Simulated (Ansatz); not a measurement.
**BSiH (singlet): wave-function methods side by side at distance Si1–B2 = 2.357 Å, 6-31G**

How much of the correlation energy of BSiH (singlet) does each wave-function method recover here?

The runs use Ansatz 0.2.0, Gaussian basis; 6-31G, core rule «outside noble gas», up to 6 orbitals frozen.

The runs, in order: UHF; CCSD(T) on RHF; CCSD(T) on UHF; BCCD(T) on RHF; CISD; CCSDT(Q) on RHF; CCSDT(Q) on UHF; CISDTQ; CCSDTQ on RHF; CCSDTQ on UHF; CASSCF and MRCISD+Q, 2 electrons in 2 orbitals; CASSCF and NEVPT2, 2 electrons in 2 orbitals; CASSCF and MRCISD+Q, 8 electrons in 9 orbitals; CASSCF and NEVPT2, 8 electrons in 9 orbitals; Full CI.

26 further runs of the same task are left out: 2 for a known fault of the program, 17 that didn't finish, 7 set aside as unsound or not needed.

## Step 1: The geometry

The geometry derives from a PBE0/def2-TZVP stationary point (not a proven minimum). One bond is set to the value named and the two fragments are kept rigid.

3 atoms, charge 0, spin multiplicity 1.

Atoms are counted from 1 here; the program's logs count them from 0.

Bond lengths: B2–H3 1.186 Å.

## Step 2: UHF

in.yaml

```yaml
crystal:
  periodic: [false, false, false]
  atoms:
    - {symbol: Si, position_ang: [0.000000, 0.000000, 1.966655]}
    - {symbol: B, position_ang: [0.000000, 0.000000, -0.390345]}
    - {symbol: H, position_ang: [0.000000, 0.000000, -1.576311]}
basis:
  gaussian: {orbitals: 6-31G}
magnetization: {spin_polarized: true, initial_magnetization: 0}
hamiltonian: {xc: hf}
output: {orbitals: {seedname: orbitals}}
```

Run with:

```
$ ansatz run in.yaml --threads 1 --pin off --events-out ev --progress --plain --max-ram 2393MiB
```

After this run come: CCSD(T) on RHF; CCSD(T) on UHF; BCCD(T) on RHF; CISD; CCSDT(Q) on RHF; CCSDT(Q) on UHF; CISDTQ; CCSDTQ on RHF; CCSDTQ on UHF; CASSCF and MRCISD+Q, 2 electrons in 2 orbitals; CASSCF and NEVPT2, 2 electrons in 2 orbitals; CASSCF and MRCISD+Q, 8 electrons in 9 orbitals; CASSCF and NEVPT2, 8 electrons in 9 orbitals; Full CI.

Q: Predict the results of all the runs planned. Wanted: FCI below the RHF energy; RMP2 from FCI; RCCSD from FCI; RCCSD(T) from FCI; RCCSDT(Q) from FCI; NEVPT2 valence from FCI; MRCISD+Q valence from FCI; T1 diagnostic; effectively unpaired electrons.

The runs gave:

| quantity | value |
| --- | --- |
| FCI below the RHF energy | -3.7314 eV |
| RMP2 from FCI | +27.65 kcal/mol |
| RCCSD from FCI | +6.28 kcal/mol |
| RCCSD(T) from FCI | +2.40 kcal/mol |
| RCCSDT(Q) from FCI | +0.73 kcal/mol |
| NEVPT2 valence from FCI | +5.57 kcal/mol |
| MRCISD+Q valence from FCI | +0.09 kcal/mol |
| levels within 1 kcal/mol (43 meV) | RCCSDT(Q), RCCSDTQ, MRCISD valence, MRCISD+Q valence |
| T1 diagnostic | 0.063 |
| effectively unpaired electrons | 2.12 |

**Reading.** RCCSD(T) lands +2.40 kcal/mol from the yardstick (2.8 % of the correlation energy). The occupations show strong static correlation (2.1 unpaired electrons where one determinant has 0). Coupled cluster on one determinant still stays close here. Of the multireference levels listed MRCISD+Q valence comes nearest in total energy (+0.09 kcal/mol), which doesn't show that its space is the better one. Coupled cluster took another determinant than the lowest Hartree-Fock one. These misses are within one basis, not against nature.
